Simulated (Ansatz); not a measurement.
Consider the isomerisation: `C/C=N/O` → `NC1CO1`.

Gas-phase electronic energies from Ansatz, PBE0-D4/def2-TZVP geometries. CCSD(T)/CBS is the MP2 limit (def2-TZVPP, def2-QZVPP) plus CCSD(T) − MP2 in def2-TZVPP, frozen cores. Functionals use def2-TZVPP. B3LYP here is the variant with VWN-RPA as its local correlation; programs differ in this. HSE06 is defined as in plane-wave codes. One conformer a species, not always the lowest.

| level | ΔE (kJ/mol) | difference from CCSD(T)/CBS |
| --- | --- | --- |
| PBE-D4 | -37.2 | 4.5 |
| revPBE-D4 | -35.3 | 6.4 |
| BLYP-D4 | -19.6 | 22.1 |
| r2SCAN-D4 | -42.7 | -1.0 |
| B97M-V | -42.0 | -0.3 |
| PBE0-D4 | -49.7 | -8.0 |
| B3LYP-D4 | -31.8 | 9.9 |
| r2SCANh-D4 | -46.9 | -5.2 |
| r2SCAN0-D4 | -53.0 | -11.3 |
| HSE06-D4 | -49.4 | -7.7 |
| BHLYP-D4 | -43.3 | -1.6 |
| CAM-B3LYP-D4 | -39.7 | 2.0 |
| ωB97X-V | -49.3 | -7.6 |
| ωB97M-V | -44.7 | -3.0 |
| B2PLYP | -37.8 | 3.9 |
| PBE | -36.7 | 5.0 |
| revPBE | -32.5 | 9.2 |
| BLYP | -18.1 | 23.6 |
| r2SCAN | -42.6 | -0.9 |
| PBE0 | -49.3 | -7.6 |
| B3LYP | -30.8 | 10.9 |
| r2SCANh | -46.9 | -5.2 |
| r2SCAN0 | -53.0 | -11.3 |
| HSE06 | -49.1 | -7.4 |
| BHLYP | -42.8 | -1.1 |
| CAM-B3LYP | -39.4 | 2.3 |
| LC-ωPBE | -59.6 | -17.9 |
| MP2/def2-SVP | -46.1 | -4.4 |
| CCSD/def2-SVP | -36.0 | 5.7 |
| CCSD(T)/def2-SVP | -32.0 | 9.7 |
| HF/def2-TZVPP | -45.2 | -3.5 |
| MP2/def2-TZVPP | -54.2 | -12.5 |
| SCS-MP2/def2-TZVPP | -46.9 | -5.2 |
| CCSD/def2-TZVPP | -43.4 | -1.7 |
| CCSD(T)/def2-TZVPP | -40.2 | 1.5 |
| MP2/def2-QZVPP | -55.3 | -13.6 |
| SCS-MP2/def2-QZVPP | -47.8 | -6.1 |
| HF/CBS(def2) | -45.8 | -4.1 |
| MP2/CBS(def2) | -55.7 | -14.0 |
| CCSD/CBS(def2) | -44.9 | -3.2 |
| CCSD(T)/CBS | -41.7 | 0 |

Largest T1 diagnostic among the species: 0.013.

From PBE to PBE0 (25 % exact exchange), in def2-TZVPP and without D4, ΔE moves by −12.6 kJ/mol. At CCSD(T), def2-SVP lies +9.7 kJ/mol from the extrapolated value and def2-TZVPP +1.5 kJ/mol.
